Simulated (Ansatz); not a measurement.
in.yaml

```yaml
crystal:
  periodic: [false, false, false]
  atoms:
    - {symbol: Si, position_ang: [0.000000, 0.000000, 0.000000]}
    - {symbol: N, position_ang: [0.000000, 0.000000, 1.729000]}
basis:
  gaussian: {orbitals: 6-31G}
magnetization: {spin_polarized: false, initial_magnetization: 3}
correlation: {method: fci, electrons: outside_noble_gas}
```

```sh
$ ansatz run in.yaml --threads 1 --pin off --events-out ev --progress --plain --max-ram 2393MiB
```

Log:

```
459 factors; integrals over basis functions are off by at most 6.3e-8 eV
mean field evaluation 1: about -9335.3823 eV, gradient 1.3e1 eV
mean field evaluation 2: about -9335.4561 eV, gradient 1.3e1 eV
mean field evaluation 4: about -9336.6862 eV, gradient 2.5e0 eV
mean field evaluation 8: about -9337.0612 eV, gradient 3.7e-1 eV
mean field evaluation 16: about -9337.0661 eV, gradient 5.0e-6 eV
mean field evaluation 32: about -9337.9658 eV, gradient 5.3e-4 eV
mean field evaluation 64: about -9337.5082 eV, gradient 2.2e-6 eV
mean field evaluation 96: about -9337.5496 eV, gradient 4.0e-1 eV
mean field evaluation 128: about -9329.8378 eV, gradient 2.6e1 eV
mean field evaluation 160: about -9337.4923 eV, gradient 8.9e-1 eV
mean field evaluation 192: about -9335.9144 eV, gradient 1.4e1 eV
mean field evaluation 224: about -9337.5082 eV, gradient 4.0e-2 eV
mean field evaluation 256: about -9337.0661 eV, gradient 4.3e-3 eV
mean field -9337.96582847 eV, -343.1639146956 hartree, gradient 1.6e-6 eV, S^2 3.750000; 17 other end points of the search recorded, 0 dependent functions left out
mean field evaluation 288: about -9337.2066 eV, gradient 1.5e-2 eV
mean field evaluation 320: about -9338.0755 eV, gradient 5.3e-4 eV
mean field evaluation 352: about -9338.0722 eV, gradient 3.2e-1 eV
mean field evaluation 384: about -9337.7256 eV, gradient 5.7e-1 eV
mean field evaluation 416: about -9337.6495 eV, gradient 1.4e0 eV
determinant -9337.96582847 eV, -343.1639146956 hartree, with singles and doubles -9340.69131647 eV, -343.2640745325 hartree
determinant -9337.50822807 eV, -343.1470981912 hartree, with singles and doubles -9340.94766293 eV, -343.2734950908 hartree
determinant -9337.06613452 eV, -343.1308515528 hartree, with singles and doubles -9340.31723727 eV, -343.2503273751 hartree
determinant -9337.96582847 eV, -343.1639146956 hartree, with singles and doubles -9340.69210348 eV, -343.2641034543 hartree
determinant -9337.50822807 eV, -343.1470981912 hartree, with singles and doubles -9341.00394763 eV, -343.2755635155 hartree
6 core orbitals not correlated: weight in the atoms' cores, before any rotation towards them, 1.000 or more for the frozen orbitals, at most 0.000 for the correlated occupied ones
reference -9337.96582847 eV, -343.1639146956 hartree; 6, 3 occupied and 10, 13 virtual orbitals, 459 factors
state -9341.55171655 eV, -343.2956936521 hartree
6 core orbitals not correlated: weight in the atoms' cores, before any rotation towards them, 1.000 or more for the frozen orbitals, at most 0.000 for the correlated occupied ones
state -9341.55241849 eV, -343.2957194480 hartree
Total energy: -9341.55241849 eV, -343.2957194480 hartree
```

Natural occupations: 1.9779 1.9140 1.4319 1.4316 1.0296 0.5628 0.5625 0.0382 0.0115 0.0099 0.0099 0.0056 0.0046 0.0046 0.0034 0.0020.

Ran on 1 thread of Arm Neoverse V1, shared host: 43 s wall, 0.2 GiB peak host memory.
